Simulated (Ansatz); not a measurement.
# AlBO (singlet): PBE, r2SCAN, PBE0, B3LYP, wB97M-V, B2PLYP, RPA-PBE over vertical spin and charge gaps, cc-pVDZ

Aim: run AlBO (singlet) with these functionals over vertical spin and charge gaps, and hold them against the top wave-function level at the same points.

Computed with Ansatz 0.2.0, Gaussian basis. Level: cc-pVDZ, all electrons in the functionals, frozen cores in the correlation of double hybrids and RPA.

To be run: PBE, r2SCAN, PBE0, B3LYP, wB97M-V, B2PLYP, RPA-PBE, at charge 0, singlet; charge 0, triplet; charge 1, doublet.

10 further runs of the same task are left out: 6 for a known fault of the program, 4 set aside as unsound or not needed.

### Step 1. The system

The geometry is a PBE0/def2-TZVP stationary point (not a proven minimum).

3 atoms, charge 0, spin multiplicity 1.

Atoms are counted from 1 here; the program's logs count them from 0.

Bond lengths: Al1–B2 2.246 Å, B2–O3 1.207 Å. Angles: Al1–B2–O3 180.0°.

No dispersion term is added; wB97M-V holds VV10 nonlocal correlation. B3LYP takes the VWN-RPA correlation.

The geometry shown and the zero of energy belong to the point charge 0, singlet. The yardstick, UCCSDT(Q), and other wave-function levels (R restricted, U unrestricted, valence and pair active spaces) come from earlier runs.

### Step 2. PBE, charge 0, singlet

in.yaml

```yaml
crystal:
  periodic: [false, false, false]
  atoms:
    - {symbol: Al, position_ang: [0.000000, 0.000000, 1.899900]}
    - {symbol: B, position_ang: [0.000000, 0.000000, -0.346500]}
    - {symbol: O, position_ang: [0.000000, 0.000000, -1.553400]}
basis:
  gaussian: {orbitals: cc-pVDZ}
magnetization: {spin_polarized: true, initial_magnetization: 0}
hamiltonian: {xc: {name: PBE}}
output: {orbitals: {seedname: orbitals}}
```

Command:

```sh
> ansatz run in.yaml --threads 1 --pin off --events-out ev --progress --plain --max-ram 4096MiB --backend cpu
```

Further steps of the session: PBE, charge 0, triplet; PBE, charge 1, doublet; r2SCAN, charge 0, singlet; r2SCAN, charge 0, triplet; r2SCAN, charge 1, doublet; PBE0, charge 0, singlet; PBE0, charge 0, triplet; PBE0, charge 1, doublet; B3LYP, charge 0, singlet; B3LYP, charge 0, triplet; B3LYP, charge 1, doublet; wB97M-V, charge 0, singlet; wB97M-V, charge 0, triplet; wB97M-V, charge 1, doublet; B2PLYP, charge 0, singlet; B2PLYP, charge 0, triplet; B2PLYP, charge 1, doublet; RPA-PBE, charge 0, singlet; RPA-PBE, charge 0, triplet; RPA-PBE, charge 1, doublet.

Q: Predict the results of all the runs planned. Wanted: singlet to triplet, UCCSDT(Q); ionisation to the doublet cation, UCCSDT(Q); largest miss, PBE; largest miss, r2SCAN; largest miss, PBE0; largest miss, B3LYP; largest miss, wB97M-V; largest miss, B2PLYP; largest miss, RPA-PBE.

**Answer**, as computed:

| quantity | value |
| --- | --- |
| singlet to triplet, UCCSDT(Q) | 42.4 kcal/mol |
| ionisation to the doublet cation, UCCSDT(Q) | 201.4 kcal/mol |
| largest miss, PBE | -4.1 kcal/mol (singlet to triplet) |
| largest miss, r2SCAN | -9.0 kcal/mol (singlet to triplet) |
| largest miss, PBE0 | -4.3 kcal/mol (singlet to triplet) |
| largest miss, B3LYP | +3.5 kcal/mol (ionisation to the doublet cation) |
| largest miss, wB97M-V | +6.6 kcal/mol (singlet to triplet) |
| largest miss, B2PLYP | +0.4 kcal/mol (singlet to triplet) |
| largest miss, RPA-PBE | +4.1 kcal/mol (ionisation to the doublet cation) |
| largest miss, RCCSD(T) | +0.2 kcal/mol (ionisation to the doublet cation) |
| largest miss, UCCSD(T) | +0.3 kcal/mol (ionisation to the doublet cation) |

What this shows: Of the functionals, B2PLYP keep the smallest largest miss at the points compared (at most 0.4 kcal/mol) and r2SCAN strays most (9.0 kcal/mol, at singlet to triplet). Functionals and the yardstick converge differently with the basis, so part of each miss in cc-pVDZ is the basis.
